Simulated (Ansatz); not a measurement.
# CH5N ··· CH4

The pair of CH5N (SMILES CN, atoms 1–7) and CH4 (SMILES C, atoms 8–12), both closed shells, in one local arrangement (a lower one may exist), relaxed at PBE0-D4/def2-TZVP:

```xyz
12
angstrom
C 0.4314 -0.0512 -1.6085
N -0.9117 0.3545 -1.2297
H 0.6106 -0.1266 -2.6906
H 0.6549 -1.0233 -1.1633
H 1.1528 0.6591 -1.1985
H -1.5979 -0.2948 -1.5920
H -1.1342 1.2629 -1.6157
C 0.1573 -0.1554 2.2171
H 1.2027 0.1498 2.1591
H -0.3486 0.0817 1.2798
H -0.3247 0.3721 3.0407
H 0.1073 -1.2291 2.4015
```

Program: Ansatz 0.2.0. Basis: def2-TZVPPD, with def2-QZVPPD for the basis limit. Cores are frozen in the correlated methods. B3LYP uses VWN-RPA correlation. Extrapolation: Hartree–Fock as exp(−7.88 √X), correlation as X^−2.97. Interaction energies count from these two fragments, frozen as in the pair, with the counterpoise correction; negative means bound.

Q: What is the interaction energy by CCSD(T) at an estimated basis limit (MP2 extrapolated from triple and quadruple zeta, plus CCSD(T) − MP2 in triple zeta)? (An estimate is asked for; the value comes from the calculation.)

A: The calculation gives: -1.11 kcal/mol. Hartree–Fock alone gives 0.49 kcal/mol at the basis limit, so without correlation the pair would not bind at this distance. It counts from the two fragments frozen as in the pair.

The same quantity by other methods in triple zeta, and each one's difference from that estimate:
```csv
method,E_int (kcal/mol),difference
PBE-D4,-1.43,-0.31
revPBE-D4,-1.12,0.00
BLYP-D4,-0.97,0.15
r2SCAN-D4,-1.01,0.10
B97M-V,-1.11,0.00
PBE0-D4,-1.30,-0.18
B3LYP-D4,-1.09,0.02
HSE06-D4,-1.30,-0.18
wB97X-V,-1.10,0.02
wB97M-V,-1.07,0.04
B2PLYP,-0.42,0.70
HF,0.48,1.60
MP2,-0.95,0.16
CCSD,-0.75,0.36
CCSD(T),-0.97,0.14
```
Differences are method less estimate.

Q: Which atoms make the shortest contact between the fragments?

A: N2 and H10, 2.59 Å apart.

Basis-set superposition shift (counterpoise-corrected less uncorrected): CCSD(T) 0.32; MP2 0.32; HF 0.04; PBE0-D4 0.05; wB97M-V 0.08 kcal/mol.

The T1 diagnostic stays at or below 0.009.

For scale, one of the runs: CCSD(T)/def2-TZVPPD, 264 basis functions, launched by `ansatz run in.yaml --threads 4 --pin off --events-out ev --progress --plain --max-ram 9574MiB`. Time: 2.1 min of wall clock on 4 CPU threads of an Arm Neoverse V1; the host was shared. Peak host memory: 6.6 GiB.
